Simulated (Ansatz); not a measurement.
A nudged elastic band was laid between two geometries of AlClFH (4 atoms, charge 0, multiplicity 1).

Theory: Ansatz 0.2.0, RKS PBE-D4/def2-SVP.

| Property | Result |
| --- | --- |
| movable images | 7 |
| climbing image | yes |
| spring | 5.0 eV/Å² |
| optimiser | quadratic models (default) |
| start path | through a guess of the saddle point |
| force threshold | 0.03 eV/Å |
| iteration limit | 60 |
| end points | relaxed |

First end point:

```xyz
4
Properties=species:S:1:pos:R:3
Al 0.336 0.000 0.247
H 0.338 0.000 1.823
F 1.787 0.000 -0.584
Cl -1.429 0.000 -0.891
```

Last end point:

```xyz
4
Properties=species:S:1:pos:R:3
Al -0.883 0.000 0.634
H 1.731 0.000 1.183
F 1.489 0.000 0.272
Cl -1.305 0.000 -1.493
```

Q: Which bonds break or form, and what moves?

A: Bonds broken: Al1–H2, Al1–F3. Bonds formed: H2–F3. AlClFH becomes AlCl + FH.

Q: Give the energies along the band, and the barrier.

A: It converged. The highest image is number 5 of 0 to 8, 266.9 kJ/mol above the first end and 51.5 kJ/mol above the last; the last end lies 215.3 kJ/mol above the first. A vibrational analysis at the climbing image gives one clearly imaginary mode, 1077i cm⁻¹: a first-order saddle point. The orbitals stay closed-shell, which can raise the energy where a bond breaks towards radicals; this wasn't checked here.

```csv
image,path coordinate (Å),energy (kJ/mol),Al1–H2 (Å),Al1–F3 (Å),H2–F3 (Å)
0,0.00,0.0,1.58,1.67,2.81
1,0.31,14.6,1.58,1.66,2.57
2,0.62,60.1,1.58,1.66,2.26
3,0.93,135.2,1.59,1.69,1.93
4,1.24,221.5,1.63,1.77,1.59
5,1.54,266.9,1.73,1.90,1.25
6,1.85,236.3,1.97,2.12,1.01
7,2.15,218.0,2.33,2.35,0.95
8,2.45,215.3,2.67,2.40,0.94
```

Q: What is the geometry of the highest image?

A: 
```xyz
4
Properties=species:S:1:pos:R:3
Al -0.293 0.000 0.497
H 1.249 0.000 1.289
F 1.558 0.000 0.079
Cl -1.482 0.000 -1.269
```

Q: What are the harmonic wavenumbers there?

A: 1077i, 154, 296, 509, 581, 1626 cm⁻¹.

The band took 9 iterations and of the order of 30 core-seconds.

The run took 33 s on 1 thread of Intel(R) Xeon(R) 6975P-C (Granite Rapids), on a shared host, peak memory 0.12 GiB.
